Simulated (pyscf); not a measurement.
Structures and frequencies: ωB97X-D3(BJ)/def2-SVP in PySCF.

SMILES: CC[CH2][Al]([CH3])[Cl]
```xyz
16

C      1.3951    -0.9103    -0.1162
C      0.5146     0.2713     0.2938
C     -0.5629     0.5764    -0.7619
Al    -1.6139    -1.0297    -1.1285
C     -2.2618    -2.2658     0.2279
Cl    -2.0898    -1.4933    -3.1419
H      0.7961    -1.8357    -0.2345
H      2.1733    -1.1335     0.6304
H      1.8947    -0.7177    -1.0800
H      1.1517     1.1554     0.4729
H      0.0358     0.0446     1.2632
H     -1.2206     1.3969    -0.4203
H     -0.0950     0.9352    -1.6960
H     -1.9139    -2.0067     1.2413
H     -3.3652    -2.2894     0.2460
H     -1.9323    -3.2960     0.0085
```

Q: How much does it cost (ΔH, 298 K, ωB97M-D3(BJ)/def2-TZVP) to split H₃C–CH₂–CH₂–Al(CH₃)–Cl at its C–C bond into •H₂C–CH₃ + •H₂C–Al(CH₃)–Cl?

A: C–C to •H₂C–CH₃ + •H₂C–Al(CH₃)–Cl: 81.4 kcal/mol. The 7 functionals that were run give +72.1 (r²SCAN) to +82.1 kcal/mol (ωB97X-D3(BJ)). The radicals are drawn with the spin at the cut bond; how far it spreads was not checked. Other isomers of •H₂C–CH₃, •H₂C–Al(CH₃)–Cl were not searched in full and may lie lower.
